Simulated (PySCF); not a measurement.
# PBE0/6-31G(d) (spherical functions) run of C2H4Cl2 (1,2-dichloroethane)

What is the vertical ionisation energy of C2H4Cl2 (1,2-dichloroethane) at PBE0/6-31G* (spherical functions)? The job is set up through a Python script.

The calculation is run with PySCF 2.14.0.

2 further runs of the same task are left out: 2 set aside as unsound or not needed.

### Step 1. The molecule

C2H4Cl2: 8 atoms, total charge 0, spin state singlet. SMILES: `ClCCCl`. The coordinates come from a PBE0-D4/def2-TZVP relaxation. This is one conformer, not always the lowest.

Bond lengths: Cl1–C2 1.776 Å, C2–C3 1.504 Å, C3–Cl4 1.776 Å, C2–H5 1.091 Å, C2–H6 1.089 Å, C3–H7 1.091 Å, C3–H8 1.089 Å. Some angles: Cl1–C2–C3 112.5°, C2–C3–Cl4 112.5°, Cl1–C2–H5 107.0°, Cl1–C2–H6 107.4°, C3–C2–H5 109.3°, C3–C2–H6 111.2°, C2–C3–H7 109.3°, C2–C3–H8 111.2°, Cl4–C3–H7 107.0°, Cl4–C3–H8 107.4°.

### Step 2. The energy at PBE0/6-31G(d) (spherical functions)

Input file start.xyz:

```xyz
8

Cl    -2.043530     0.146710    -0.469250
C     -0.462920     0.562090     0.226000
C      0.627600    -0.371560    -0.222240
Cl     0.432340    -2.010930     0.432390
H     -0.226170     1.575680    -0.101920
H     -0.570340     0.551100     1.309740
H      1.589520     0.001780     0.133100
H      0.653500    -0.454880    -1.307840
```

Input file input.py:

```python
from pyscf import gto, dft

mol = gto.M(
    atom='start.xyz',
    verbose=3,
    max_memory=1860,
    basis='6-31g*',
)

calc0 = dft.RKS(mol)
calc0.xc = 'pbe0'
calc0.grids.level = 5
calc0.conv_tol = 1e-10
calc0.kernel()
if not calc0.converged:
    calc0 = calc0.newton().run(calc0.mo_coeff, calc0.mo_occ)

e_final = calc0.e_tot
print('Final energy', e_final)
```

Launch:

```sh
$ OMP_NUM_THREADS=1 python input.py
```

The program printed:

```text
converged SCF energy = -998.58192142067
Final energy -998.5819214206698
```

Wall time 13 s (1 thread of Arm Neoverse V2, shared host); peak memory 0.38 GiB.

### Step 3. The doublet cation, same level

Input file job.py:

```python
from pyscf import gto, dft

mol = gto.M(
    atom='''
Cl    -3.861712     0.277242    -0.886754
C     -0.874792     1.062196     0.427078
C      1.185992    -0.702147    -0.419973
Cl     0.817004    -3.800107     0.817099
H     -0.427399     2.977604    -0.192601
H     -1.077786     1.041428     2.475050
H      3.003757     0.003364     0.251523
H      1.234936    -0.859599    -2.471459
''',
    max_memory=1860,
    basis='6-31g*',
    spin=1,
    unit='bohr',
    charge=1,
    verbose=3,
)

ks = dft.UKS(mol)
ks.xc = 'pbe0'
ks.grids.level = 5
ks.conv_tol = 1e-10
ks.kernel()
if not ks.converged:
    ks = ks.newton().run(ks.mo_coeff, ks.mo_occ)

etot = ks.e_tot
print(f'total energy: {etot:.8f} hartree')
```

Launch:

```sh
$ OMP_NUM_THREADS=1 python job.py
```

The program printed:

```text
converged SCF energy = -998.187282012916  <S^2> = 0.75237382  2S+1 = 2.0023724
total energy: -998.18728201 hartree
```

It took 32 s on 1 thread of Arm Neoverse V2, shared host; peak memory 0.4 GiB.

### Step 4. Results

At PBE0/6-31G* (spherical functions):

```
                                          quantity          value
                     singlet C2H4Cl2: total energy  -998.58192 Eh
                    singlet C2H4Cl2: dipole moment         2.90 D
                      singlet C2H4Cl2: HOMO energy       -8.42 eV
                      singlet C2H4Cl2: LUMO energy        0.67 eV
                    singlet C2H4Cl2: HOMO–LUMO gap        9.09 eV
                      doublet cation: total energy  -998.18728 Eh
doublet cation: HOMO energy (highest over α and β)      -14.50 eV
 doublet cation: LUMO energy (lowest over α and β)      -12.98 eV
                              doublet cation: ⟨S²⟩          0.752
vertical ionisation energy (to the doublet cation)      10.739 eV
```

The vertical ionisation energy comes to 10.74 eV (248 kcal/mol). −ε(HOMO) before ionisation, 8.42 eV, is 2.32 eV below this ionisation energy.
